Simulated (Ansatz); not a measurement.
Relaxed structures of CH5AlSi, singlet (PBE0-D4/def2-TZVP; forces vanish, vibrations not checked; lower isomers may exist, and structures with a doubtful reference or unclear bonds are left out; Å). Program: Ansatz 0.2.0. Basis: def2-TZVPP. Cores are frozen in the correlated methods.

Q: Rank them by CCSD(T) energy, lowest first, and give each one's height above the lowest. Links in brackets join atoms within 1.22 times the sum of their covalent radii (1.1 for two metals). (To be estimated.)
A.
CH₅AlSi ([CH2][SiH][AlH2])
```
8
angstrom
C -1.2388 0.8056 -0.8997
Si 0.0858 0.8024 0.1986
Al 1.1343 -1.3077 0.7331
H -1.7766 1.6980 -1.2033
H -1.5985 -0.1166 -1.3452
H 0.4951 2.1236 0.7488
H 2.3598 -1.4054 1.7344
H 0.5390 -2.5998 0.0333
```
B.
CH₅AlSi ([CH3][Si][AlH2])
```
8
angstrom
C -1.2103 0.6604 -0.8752
Si 0.5919 0.9556 -0.3168
Al 1.1644 -1.3304 0.5053
H -1.7110 1.5931 -1.1408
H -1.8377 0.1009 -0.1768
H -1.1478 0.0466 -1.7867
H 1.0404 -1.7099 2.0540
H 1.8453 -2.4174 -0.4503
```
C.
CH₅AlSi ([CH3][SiH][AlH])
```
8
angstrom
C -1.4701 0.9720 -0.7332
Si -0.2486 0.3750 0.5916
Al 1.2355 -1.3493 0.0083
H -0.9744 1.4913 -1.5544
H -2.0559 0.1447 -1.1370
H 0.6706 1.5417 0.8546
H -2.1657 1.6734 -0.2627
H 1.7162 -2.7539 0.6070
```

A: Computed: A (0.000 eV), C (0.035 eV), B (0.452 eV). Heights count from the lowest.

T1 diagnostic: at most 0.019. The restricted Hartree–Fock reference is unstable towards an unrestricted one at one or more of these structures.

For scale, one of the runs: CCSD(T)/def2-TZVPP, 185 basis functions, launched by `ansatz run in.yaml --threads 2 --pin off --events-out ev --progress --plain --max-ram 4352MiB`. The run took 20 s on 2 CPU threads of an Arm Neoverse V2 (shared host), with 1.7 GiB of host memory at its peak.
